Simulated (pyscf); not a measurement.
A first-order saddle from PySCF, ωB97X-D3(BJ)/def2-SVP:

```xyz
11

O     -0.2141     1.4539     0.9555
Si    -0.6749    -0.0132    -0.0037
O      0.7770    -0.0265    -0.8151
O     -1.7303     0.2091    -1.2614
O     -0.6656    -1.3760     0.9181
H      0.1981     2.1807     0.4700
H      0.7383    -0.4471    -1.6796
H     -2.6379     0.3169    -0.9540
H     -1.4104    -1.4032     1.5298
F     -2.2177     0.6265     1.1601
H     -1.2630     1.4752     1.2799
```
Charge 0, spin multiplicity 1.

Surface: singlet, charge 0. Lowest wavenumbers (cm⁻¹): 539i, 127, 164, 257, 299.

What reaction is this the transition state of?

`[OH][Si]([OH])([OH])[OH]` + `[FH]` ⇌ `[OH2]` + `[OH][Si]([OH])([OH])[F]`, a four-centre exchange read from left to right: O–Si, F–H broken and H–O, F–Si formed. At ωB97M-D3(BJ)/def2-TZVP it lies +11.7 kcal/mol from the left side and +20.9 kcal/mol from the right (each side as separated species at their lowest minima found). On the reactant side the descent ends in a bound adduct (not fully relaxed), 10.9 kcal/mol under the separated species and 23.1 kcal/mol under the saddle at ωB97X-D3(BJ)/def2-TZVP. On the product side the descent ends in a bound adduct (not fully relaxed), 9.3 kcal/mol under the separated species and 30.4 kcal/mol under the saddle at ωB97X-D3(BJ)/def2-TZVP. This is the saddle that the search found; another between the same sides may lie lower.
